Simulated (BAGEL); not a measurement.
# Si2H5O (SMILES [SiH2]O[SiH3]) at UHF/6-31G(d) (density fitting with qzvpp-jkfit, spherical functions)

What is the vertical doublet–quartet gap of Si2H5O at UHF/6-31G* (density fitting with qzvpp-jkfit, spherical functions)? 

The calculation is run with BAGEL 1.2.2.

2 further runs of the same task are left out: 2 set aside as unsound or not needed. Runs told in other sessions of the task aren't counted.

### Step 1. The structure to begin with

Si2H5O has 8 atoms, charge 0, and is taken as a doublet. SMILES: `[SiH2]O[SiH3]`. The coordinates come from a PBE0-D4/def2-TZVP relaxation. This is one conformer, not always the lowest.

Bond lengths: Si1–O2 1.637 Å, O2–Si3 1.638 Å, Si1–H4 1.490 Å, Si1–H5 1.494 Å, Si3–H6 1.482 Å, Si3–H7 1.485 Å, Si3–H8 1.486 Å. Angles: Si1–O2–Si3 146.3°, O2–Si1–H4 107.9°, O2–Si1–H5 109.9°, O2–Si3–H6 108.1°, O2–Si3–H7 109.9°, O2–Si3–H8 110.1°, H4–Si1–H5 110.4°, H6–Si3–H7 109.7°, H6–Si3–H8 109.8°, H7–Si3–H8 109.2°.

### Step 2. The energy at UHF/6-31G(d) (density fitting with qzvpp-jkfit, spherical functions)

job.json

```json
{ "bagel" : [

{
  "title" : "molecule",
  "basis" : "6-31gs.json",
  "df_basis" : "qzvpp-jkfit",
  "angstrom" : true,
  "geometry" : [
    { "atom" : "Si", "xyz" : [      -1.281200,       0.933000,      -0.865900 ] },
    { "atom" : "O", "xyz" : [      -0.352300,      -0.279200,      -0.276900 ] },
    { "atom" : "Si", "xyz" : [       0.765000,      -0.723000,       0.835900 ] },
    { "atom" : "H", "xyz" : [      -1.902800,       0.458100,      -2.133600 ] },
    { "atom" : "H", "xyz" : [      -0.440600,       2.142000,      -1.118700 ] },
    { "atom" : "H", "xyz" : [       1.291900,      -2.054600,       0.453100 ] },
    { "atom" : "H", "xyz" : [       0.138100,      -0.799300,       2.180400 ] },
    { "atom" : "H", "xyz" : [       1.874100,       0.266000,       0.869800 ] }
  ]
},

{
  "title" : "uhf",
  "nopen" : 1
},

{
  "title" : "print",
  "file" : "orbitals.molden",
  "orbitals" : true
}

]}
```

The basis set 6-31G* is read from a file made from the Basis Set Exchange's data (not shown).

Command:

```bash
$ BAGEL_NUM_THREADS=1 BAGEL job.json > job.out
```

Output:

```text
* using 1 threads per process

  ===============================================================
  ===============================================================

  *** Geometry ***

  { "atom" : "Si", "xyz" : [     -2.421117,      1.763114,     -1.636314 ] },
  { "atom" : "O", "xyz" : [     -0.665751,     -0.527612,     -0.523265 ] },
  { "atom" : "Si", "xyz" : [      1.445640,     -1.366272,      1.579622 ] },
  { "atom" : "H", "xyz" : [     -3.595771,      0.865684,     -4.031920 ] },
  { "atom" : "H", "xyz" : [     -0.832613,      4.047793,     -2.114037 ] },
  { "atom" : "H", "xyz" : [      2.441337,     -3.882631,      0.856235 ] },
  { "atom" : "H", "xyz" : [      0.260971,     -1.510458,      4.120359 ] },
  { "atom" : "H", "xyz" : [      3.541536,      0.502667,      1.643684 ] },

  Number of auxiliary basis functions:      423

  Since a DF basis is specified, we compute 2- and 3-index integrals:
    o Being stored without compression. Storage requirement is 0.012 GB

  Number of basis functions:       60
  Number of electrons      :       41

    * METHOD: MOLECULE                             0.13

  *** Open-shell HF ***

  === Nuclear Repulsion ===
   149.8189187171

      * DIIS with orbital gradients will be used.

  === UHF iteration (6-31gs.json) ===
      0       -655.45112153          0.04727300           0.05
      1       -655.55151302          0.03530518           0.05
      2       -655.59334599          0.02414158           0.05
      3       -655.63148041          0.00121384           0.05
      4       -655.63189686          0.00027550           0.05
      5       -655.63193705          0.00010298           0.05
      6       -655.63194607          0.00002372           0.05
      7       -655.63194701          0.00000902           0.05
      8       -655.63194723          0.00000289           0.05
      9       -655.63194727          0.00000096           0.05
     10       -655.63194727          0.00000036           0.05
     11       -655.63194727          0.00000019           0.05
     12       -655.63194727          0.00000009           0.05
     13       -655.63194727          0.00000004           0.05
     14       -655.63194727          0.00000002           0.05
     15       -655.63194727          0.00000001           0.05
    * SCF iteration converged.

    * S^2 (UHF) is 0.7525

    * Permanent dipole moment:
           (    0.010685,    -0.163527,    -0.180302) a.u.

    * METHOD: UHF                                  0.94

    * METHOD: PRINT                                0.01

  ===============================================================
```

Wall time 1.2 s (1 thread of Arm Neoverse V2, shared host).

### Step 3. The quartet, same level

hf.json

```json
{ "bagel": [

{
  "title": "molecule",
  "basis": "6-31gs.json",
  "df_basis": "qzvpp-jkfit",
  "angstrom": true,
  "geometry": [
    { "atom": "Si", "xyz": [      -1.281200,       0.933000,      -0.865900 ] },
    { "atom": "O", "xyz": [      -0.352300,      -0.279200,      -0.276900 ] },
    { "atom": "Si", "xyz": [       0.765000,      -0.723000,       0.835900 ] },
    { "atom": "H", "xyz": [      -1.902800,       0.458100,      -2.133600 ] },
    { "atom": "H", "xyz": [      -0.440600,       2.142000,      -1.118700 ] },
    { "atom": "H", "xyz": [       1.291900,      -2.054600,       0.453100 ] },
    { "atom": "H", "xyz": [       0.138100,      -0.799300,       2.180400 ] },
    { "atom": "H", "xyz": [       1.874100,       0.266000,       0.869800 ] }
  ]
},

{ "title": "uhf", "nopen": 3 },

{ "title": "print", "file": "orbitals.molden", "orbitals": true }

]}
```

The basis set 6-31G* is read from a file made from the Basis Set Exchange's data (not shown).

Command:

```bash
$ BAGEL_NUM_THREADS=1 BAGEL hf.json > hf.out
```

Output:

```text
* using 1 threads per process

  ===============================================================
  ===============================================================

  *** Geometry ***

  { "atom" : "Si", "xyz" : [     -2.421117,      1.763114,     -1.636314 ] },
  { "atom" : "O", "xyz" : [     -0.665751,     -0.527612,     -0.523265 ] },
  { "atom" : "Si", "xyz" : [      1.445640,     -1.366272,      1.579622 ] },
  { "atom" : "H", "xyz" : [     -3.595771,      0.865684,     -4.031920 ] },
  { "atom" : "H", "xyz" : [     -0.832613,      4.047793,     -2.114037 ] },
  { "atom" : "H", "xyz" : [      2.441337,     -3.882631,      0.856235 ] },
  { "atom" : "H", "xyz" : [      0.260971,     -1.510458,      4.120359 ] },
  { "atom" : "H", "xyz" : [      3.541536,      0.502667,      1.643684 ] },

  Number of auxiliary basis functions:      423

  Since a DF basis is specified, we compute 2- and 3-index integrals:
    o Being stored without compression. Storage requirement is 0.012 GB

  Number of basis functions:       60
  Number of electrons      :       41

    * METHOD: MOLECULE                             0.13

  *** Open-shell HF ***

  === Nuclear Repulsion ===
   149.8189187171

      * DIIS with orbital gradients will be used.

  === UHF iteration (6-31gs.json) ===
      0       -655.08017449          0.04773146           0.05
      1       -655.12985256          0.05011804           0.05
      2       -655.17157137          0.04302415           0.05
      3       -655.31679709          0.00416411           0.05
      4       -655.32648840          0.00329584           0.05
      5       -655.33746303          0.00200154           0.05
      6       -655.34207886          0.00122806           0.05
      7       -655.34357994          0.00101241           0.05
      8       -655.34510984          0.00104166           0.05
      9       -655.34572534          0.00044754           0.05
[... 28 lines of this table left out ...]
     38       -655.34718522          0.00000004           0.05
     39       -655.34718522          0.00000002           0.05
     40       -655.34718522          0.00000001           0.05
     41       -655.34718522          0.00000000           0.05
    * SCF iteration converged.

    * S^2 (UHF) is 3.7620

    * Permanent dipole moment:
           (   -0.477488,     0.464334,    -0.279336) a.u.

    * METHOD: UHF                                  2.34

    * METHOD: PRINT                                0.01

  ===============================================================
```

Wall time 2.6 s (1 thread of Arm Neoverse V2, shared host).

### Step 4. Outcome

Level: UHF/6-31G* (density fitting with qzvpp-jkfit, spherical functions).

| quantity | value |
| --- | --- |
| doublet: total energy | -655.63195 Eh |
| doublet: dipole moment | 0.62 D |
| doublet: ⟨S²⟩ | 0.752 |
| quartet: total energy | -655.34719 Eh |
| quartet: dipole moment | 1.84 D |
| quartet: ⟨S²⟩ | 3.762 |
| vertical energy of the quartet above the doublet | 7.749 eV |

**Reading.** At this shape the quartet lies 7.75 eV (748 kJ/mol) above the doublet.
